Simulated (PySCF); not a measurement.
Compound: C4H6O.
SMILES with atom numbers: `[CH:1]1=[CH:2][CH2:3][O:4][CH2:5]1` (hydrogens: H6 on C1; H7 on C2; H8, H9 on C3; H10, H11 on C5)

The same species was optimised twice, with GFN2-xTB and with PBE0-D3(BJ)/def2-SVP (PySCF), and the same property calculations (PySCF, gas phase) were run on both structures.

| coordinate | GFN2-xTB | PBE0-D3(BJ)/def2-SVP | change |
| --- | --- | --- | --- |
| C2–H7 (Å) | 1.073 | 1.091 | +0.018 |
| C1–H6 (Å) | 1.073 | 1.091 | +0.018 |
| C1=C2 (Å) | 1.321 | 1.332 | +0.011 |
| O4–C5 (Å) | 1.420 | 1.409 | -0.011 |
| C3–O4 (Å) | 1.420 | 1.410 | -0.010 |
| C3–H9 (Å) | 1.100 | 1.109 | +0.009 |
| C5–H11 (Å) | 1.100 | 1.109 | +0.009 |
| C3–H8 (Å) | 1.099 | 1.109 | +0.010 |
| C5–H10 (Å) | 1.099 | 1.109 | +0.010 |
| C1–C5 (Å) | 1.497 | 1.497 | 0.000 |
| C2–C3 (Å) | 1.497 | 1.497 | 0.000 |
| C5–C1–H6 (°) | 122.0 | 123.9 | +1.9 |
| C3–C2–H7 (°) | 122.0 | 123.9 | +1.9 |
| C1–C2–H7 (°) | 128.4 | 126.8 | -1.6 |
| C2–C1–H6 (°) | 128.4 | 126.8 | -1.6 |
| H8–C3–H9 (°) | 108.1 | 106.6 | -1.5 |
| H10–C5–H11 (°) | 108.1 | 106.6 | -1.5 |
| C3–O4–C5 (°) | 109.8 | 110.9 | +1.1 |
| O4–C3–H8 (°) | 109.5 | 110.4 | +0.9 |

Rotational constants: A = 8124, B = 7960, C = 4236 MHz (GFN2-xTB) against A = 8083, B = 7985, C = 4231 MHz (PBE0-D3(BJ)/def2-SVP). Point groups within 0.08 Å: C2v and C2v. Atoms that the bonding makes alike are paired by their places after alignment.

On the GFN2-xTB structure: lowest singlet, TDDFT (eV) 6.00 [PBE0/def2-SVPD]; lowest triplet, Tamm–Dancoff (eV) 4.30 [PBE0/def2-SVPD]; isotropic polarisability (au) 49.2 [PBE0/def2-SVPD]; HOMO (eV) -6.80 [PBE0/def2-SVPD]; LUMO (eV) 0.27 [PBE0/def2-SVPD]; dipole (D) 1.66 [PBE0/def2-SVPD]; HOMO (eV) -6.72 [PBE0/pcSseg-1]; LUMO (eV) 0.35 [PBE0/pcSseg-1]; dipole (D) 1.72 [PBE0/pcSseg-1]; GIAO shielding of C1/C2 (mean) (ppm) 52.7 [PBE0/pcSseg-1]; GIAO shielding of C3/C5 (mean) (ppm) 104.9 [PBE0/pcSseg-1]; GIAO shielding of O4 (ppm) 310.6 [PBE0/pcSseg-1]; C1s of C1 (eV) 290.53 [delta-SCF UKS SCAN, pcX-2 on the ionised atom, pcseg-1 elsewhere, spin-free X2C]; C1s of C3 (eV) 292.15 [delta-SCF UKS SCAN, pcX-2 on the ionised atom, pcseg-1 elsewhere, spin-free X2C]; O1s of O4 (eV) 538.22 [delta-SCF UKS SCAN, pcX-2 on the ionised atom, pcseg-1 elsewhere, spin-free X2C].

What do these properties become on the PBE0-D3(BJ)/def2-SVP structure?

```tsv
property	level	on GFN2-xTB	on PBE0-D3(BJ)/def2-SVP	change
lowest singlet, TDDFT (eV)	PBE0/def2-SVPD	6.00	5.95	-0.05
lowest triplet, Tamm–Dancoff (eV)	PBE0/def2-SVPD	4.30	4.20	-0.10
isotropic polarisability (au)	PBE0/def2-SVPD	49.2	50.0	+0.8
HOMO (eV)	PBE0/def2-SVPD	-6.80	-6.77	+0.03
LUMO (eV)	PBE0/def2-SVPD	0.27	0.22	-0.05
dipole (D)	PBE0/def2-SVPD	1.66	1.60	-0.06
energy, GFN2-xTB geometry as zero (kcal/mol)	PBE0/def2-SVPD	0.0	-0.5	-0.5
HOMO (eV)	PBE0/pcSseg-1	-6.72	-6.70	+0.02
LUMO (eV)	PBE0/pcSseg-1	0.35	0.30	-0.05
dipole (D)	PBE0/pcSseg-1	1.72	1.67	-0.05
energy, GFN2-xTB geometry as zero (kcal/mol)	PBE0/pcSseg-1	0.0	-0.1	-0.1
GIAO shielding of C1/C2 (mean) (ppm)	PBE0/pcSseg-1	52.7	49.5	-3.2
GIAO shielding of C3/C5 (mean) (ppm)	PBE0/pcSseg-1	104.9	105.8	+0.9
GIAO shielding of O4 (ppm)	PBE0/pcSseg-1	310.6	311.4	+0.8
C1s of C1 (eV)	delta-SCF UKS SCAN, pcX-2 on the ionised atom, pcseg-1 elsewhere, spin-free X2C	290.53	290.55	+0.02
C1s of C3 (eV)	delta-SCF UKS SCAN, pcX-2 on the ionised atom, pcseg-1 elsewhere, spin-free X2C	292.15	292.22	+0.07
O1s of O4 (eV)	delta-SCF UKS SCAN, pcX-2 on the ionised atom, pcseg-1 elsewhere, spin-free X2C	538.22	538.32	+0.10
```

The heavy atoms differ by 0.007 Å rms after alignment. Among all bonds C1–H6 and C2–H7 change most and about equally (+0.018 Å). Changes are differences of the printed values. Neither structure is proved a minimum here.
